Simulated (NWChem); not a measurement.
Everything below was run with NWChem. System: nitrogen trifluoride (F$_{3}$N), charge 0, spin multiplicity 1, at a geometry optimised with B3LYP/def2-SVP. Level: RHF/def2-TZVP.

NWChem printed:

```
             Northwest Computational Chemistry Package (NWChem) 7.3.0
             --------------------------------------------------------

                                NWChem Input Module
                                -------------------

 Scaling coordinates for geometry "geometry" by  1.889725989
 (inverse scale =  0.529177249)

 Turning off AUTOSYM since
 SYMMETRY directive was detected!

                             Geometry "geometry" -> ""
                             -------------------------

 Output coordinates in angstroms (scale by  1.889725989 to convert to a.u.)

  No.       Tag          Charge          X              Y              Z
 ---- ---------------- ---------- -------------- -------------- --------------
    1 F                    9.0000     0.61615300    -0.11885600     1.06578300
    2 N                    7.0000    -0.00323600     0.47453100     0.00000000
    3 F                    9.0000     0.61615300    -0.11885600    -1.06578300
    4 F                    9.0000    -1.22978900    -0.13136800     0.00000000

 Effective nuclear repulsion energy (a.u.)     133.4330224052

            Nuclear Dipole moment (a.u.)
            ----------------------------
        X                 Y               Z
 ---------------- ---------------- ----------------
     0.0000018897    -0.0000056692     0.0000000000

      Symmetry information
      --------------------

 Group name             Cs
 Group number              2
 Group order               2
 No. of unique centers     3

      Symmetry unique atoms

     1    2    4


 Summary of "ao basis" -> "" (spherical)
 ------------------------------------------------------------------------------
       Tag                 Description            Shells   Functions and Types
 ---------------- ------------------------------  ------  ---------------------
 *                         def2-tzvp                  on all atoms

 Summary of "ao basis" -> "ao basis" (spherical)
 ------------------------------------------------------------------------------
       Tag                 Description            Shells   Functions and Types
 ---------------- ------------------------------  ------  ---------------------
 F                         def2-tzvp                11       31   5s3p2d1f
 N                         def2-tzvp                11       31   5s3p2d1f

                                 NWChem SCF Module
                                 -----------------
[...]
     9      0.233018  1 F  px                71     -0.233018  3 F  px
     8     -0.152546  1 F  pz                70     -0.152546  3 F  pz
   107      0.153055  4 F  pz

 Vector   17  Occ=2.000000D+00  E=-5.573457D-01  Symmetry=a'
              MO Center= -2.5D-03,  3.7D-01,  3.9D-15, r^2= 1.4D+00
   Bfn.  Coefficient  Atom+Function         Bfn.  Coefficient  Atom+Function
  ----- ------------  ---------------      ----- ------------  ---------------
    38      0.341701  2 N  py                41      0.305812  2 N  py
    36      0.298462  2 N  s                 35      0.226109  2 N  s
     7     -0.208945  1 F  py                69     -0.208945  3 F  py
   100     -0.209330  4 F  py                10     -0.183294  1 F  py
    72     -0.183294  3 F  py               103     -0.183694  4 F  py

 Vector   18  Occ=0.000000D+00  E= 2.263508D-01  Symmetry=a"
              MO Center=  9.5D-02,  4.4D-01,  7.1D-14, r^2= 2.1D+00
   Bfn.  Coefficient  Atom+Function         Bfn.  Coefficient  Atom+Function
  ----- ------------  ---------------      ----- ------------  ---------------
    45      1.223814  2 N  pz                 5     -0.736378  1 F  s
    67      0.736378  3 F  s                 42      0.450075  2 N  pz
    39      0.375597  2 N  pz                12      0.300516  1 F  px
    74     -0.300516  3 F  px                14      0.295983  1 F  pz
    76      0.295983  3 F  pz                13     -0.285650  1 F  py

 Vector   19  Occ=0.000000D+00  E= 2.263676D-01  Symmetry=a'
              MO Center= -1.0D-01,  4.4D-01, -1.1D-12, r^2= 2.1D+00
   Bfn.  Coefficient  Atom+Function         Bfn.  Coefficient  Atom+Function
  ----- ------------  ---------------      ----- ------------  ---------------
    43      1.223906  2 N  px                98      0.850092  4 F  s
   105      0.465878  4 F  px                40      0.450067  2 N  px
     5     -0.425516  1 F  s                 67     -0.425516  3 F  s
    37      0.375575  2 N  px               106      0.335341  4 F  py
    14      0.298808  1 F  pz                76     -0.298808  3 F  pz

 Vector   20  Occ=0.000000D+00  E= 2.450899D-01  Symmetry=a'
              MO Center= -5.0D-04,  1.2D-02,  2.7D-15, r^2= 2.1D+00
   Bfn.  Coefficient  Atom+Function         Bfn.  Coefficient  Atom+Function
  ----- ------------  ---------------      ----- ------------  ---------------
    36      1.512149  2 N  s                 44     -0.979652  2 N  py
    35      0.819594  2 N  s                  5     -0.763845  1 F  s
    67     -0.763845  3 F  s                 98     -0.764631  4 F  s
   105     -0.556390  4 F  px                14      0.482024  1 F  pz
    76     -0.482024  3 F  pz                41     -0.373970  2 N  py

 center of mass
 --------------
 x =   0.00006668 y =  -0.00976929 z =   0.00000000

 moments of inertia (a.u.)
 ------------------
         168.469461229493          -0.946893313138           0.000000000000
          -0.946893313138         308.249117563761           0.000000000000
           0.000000000000           0.000000000000         168.462061485783

  Mulliken analysis of the total density
  --------------------------------------

    Atom       Charge   Shell Charges
 -----------   ------   -------------------------------------------------------
    1 F    9     9.14   0.77  1.20  0.61  1.02  0.33  2.21  2.21  0.77  0.00  0.02  0.00
    2 N    7     6.58   0.82  1.15  0.63  0.89  0.21  1.18  1.33  0.15  0.02  0.17  0.02
    3 F    9     9.14   0.77  1.20  0.61  1.02  0.33  2.21  2.21  0.77  0.00  0.02  0.00
    4 F    9     9.14   0.77  1.20  0.61  1.02  0.33  2.21  2.21  0.77  0.00  0.02  0.00

       Multipole analysis of the density wrt the origin
       ------------------------------------------------

     L   x y z        total         open         nuclear
     -   - - -        -----         ----         -------
     0   0 0 0     -0.000000      0.000000     34.000000

     1   1 0 0     -0.001007      0.000000      0.000002
     1   0 1 0      0.137521      0.000000     -0.000006
     1   0 0 1      0.000000      0.000000      0.000000

     2   2 0 0    -15.085942      0.000000     73.010780
     2   1 1 0     -0.002035      0.000000      0.446535
     2   1 0 1     -0.000000      0.000000      0.000000
     2   0 2 0    -14.786229      0.000000      7.091624
     2   0 1 1      0.000000      0.000000      0.000000
     2   0 0 2    -15.086091      0.000000     73.014271

 Task  times  cpu:        7.9s     wall:        7.9s

 Total times  cpu:        8.0s     wall:        8.0s
```

Write an NWChem input that would produce this output.

Several could match; the one computed here: 
```
start mol
memory heap 200 mb stack 800 mb global 1000 mb
geometry units angstroms nocenter noautoz
  F      0.616153    -0.118856     1.065783
  N     -0.003236     0.474531     0.000000
  F      0.616153    -0.118856    -1.065783
  F     -1.229789    -0.131368     0.000000
  symmetry group Cs
end
basis spherical
  * library def2-tzvp
end
scf
  rhf
  nopen 0
  maxiter 100
  thresh 1e-7
  semidirect memsize 60000000 filesize 0
end
task scf energy
```
